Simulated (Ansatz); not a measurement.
The same path of AlF2H + H2 (6 atoms, charge 0, multiplicity 1) was run twice with different band settings. Lost on the way: H5–H6. Made: Al1–H5, F2–H6.

Theory: RKS BHLYP-D4/def2-mTZVP (Ansatz 0.2.0).

Relaxed end points:

```xyz
6
Properties=species:S:1:pos:R:3
Al -0.024 0.211 0.122
F 0.025 0.760 1.659
F 1.401 -0.041 -0.636
H -1.366 0.071 -0.634
H 0.261 -2.158 0.697
H -0.050 -1.926 1.327
```

```xyz
6
Properties=species:S:1:pos:R:3
Al -0.215 -0.744 -0.157
F -0.063 -0.202 1.824
F 1.357 -0.145 -0.142
H -1.317 0.224 -0.698
H -0.339 -2.300 -0.067
H 0.826 0.083 1.777
```

Common settings: spring 5.0 eV/Å²; optimiser quadratic models (default); start path through a guess of the saddle point; force threshold 0.05 eV/Å; iteration limit 60; end points relaxed.

| run | movable images | climbing image |
| --- | --- | --- |
| 1 | 7 | yes |
| 2 | 2 | no |

Question: What does each run give, and how far can it be trusted?

Answer: Run 1: converged after 11 iterations, highest image 1.698 eV above the first end. A vibrational analysis at the climbing image gives one clearly imaginary mode, 1033i cm⁻¹: a first-order saddle point.
Run 2: converged after 11 iterations, highest image 1.538 eV above the first end. Neighbouring images differ by up to 1.5 eV, so the band resolves the path poorly. No image climbed, so the highest image needn't sit at the top of the path. So few images can step over the top or miss a turn of the path.
The orbitals stay closed-shell, which can raise the energy where a bond breaks towards radicals; this wasn't checked here.
